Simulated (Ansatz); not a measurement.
# How far each method lies from full CI for HCSi, sextet

Geometry: that of the HCSi, quartet, kept fixed. The doublet lies 3.9 eV lower here.

```yaml
atoms:
  - { symbol: Si, position_ang: [0.0000, 0.0326, 0.6172] }
  - { symbol: C, position_ang: [0.0000, -0.1270, -1.2686] }
  - { symbol: H, position_ang: [0.0000, 0.6065, -2.0825] }
```

Basis 6-31G; Ansatz 0.2.0. Correlated methods freeze the noble-gas cores, which leaves 9 electrons in 18 orbitals. Prefix R: restricted or restricted open-shell reference; prefix U: unrestricted. Active spaces: valence = (9e, 9o) chosen from the atoms' valence shells.

Full CI is exact within this basis and frozen core; it isn't the basis-set limit. The frozen core follows each run's orbitals, which can shift R against U totals by a few meV.

For open shells CISD and CISDTQ are restricted-active-space CI with the open shells as a complete middle space.

* UHF ⟨S²⟩: 8.766
* T1 diagnostic (RCCSD): 0.0189
* largest doubles amplitude (RCCSD): 0.039
* T1 diagnostic (UCCSD): 0.0105

| level | E − E(full CI) (kJ/mol) | share of correlation (%) | wall time |
| --- | --- | --- | --- |
| RHF | 221.6 | 0.00 | – |
| UHF | 209.9 | 5.27 | – |
| RMP2 | 55.0 | 75.20 | – |
| UMP2 | 53.1 | 76.02 | – |
| CISD | 9.3 | 95.80 | 0.39 s |
| RCCSD | 4.2 | 98.10 | – |
| UCCSD | 4.0 | 98.18 | – |
| RCCSD(T) | 1.2 | 99.46 | 0.27 s |
| UCCSD(T) | 1.1 | 99.49 | 0.27 s |
| BCCD(T) | 1.2 | 99.44 | 0.36 s |
| RCCSDT | 0.3 | 99.87 | – |
| UCCSDT | 0.2 | 99.91 | – |
| CISDTQ | 0.1 | 99.95 | 6.5 s |
| RCCSDT(Q) | 0.0 | 99.99 | 1.4 s |
| UCCSDT(Q) | -0.1 | 100.02 | 1.3 s |
| RCCSDTQ | 0.0 | 100.01 | 15 s |
| UCCSDTQ | -0.1 | 100.05 | 14 s |
| CASSCF (valence space) | 108.3 | 51.11 | – |
| NEVPT2 (valence space) | 27.7 | 87.51 | 1 s |
| MRCISD (valence space) | 3.7 | 98.31 | – |
| MRCISD+Q (valence space) | 1.1 | 99.49 | 2.2 s |

The correlation energy at full CI, counted from RHF, is -2.296 eV. That run took 17 s on 1 thread of Intel Xeon 6975P-C, shared host over 2,430,272 determinants.

Times hold each run's SCF and search for its determinant on a shared host, so for small cases they say little of a method's own cost; they ran on 1 thread of Intel Xeon 6975P-C.

The full-CI state has the irrep A' of Cs, in the program's axes.

Natural occupations of full CI about the gap: 1.970 1.956 1.002 0.999 0.997 0.991 0.991 0.033 0.025 0.007; effectively unpaired electrons, Σ n²(2−n)², 5.02.
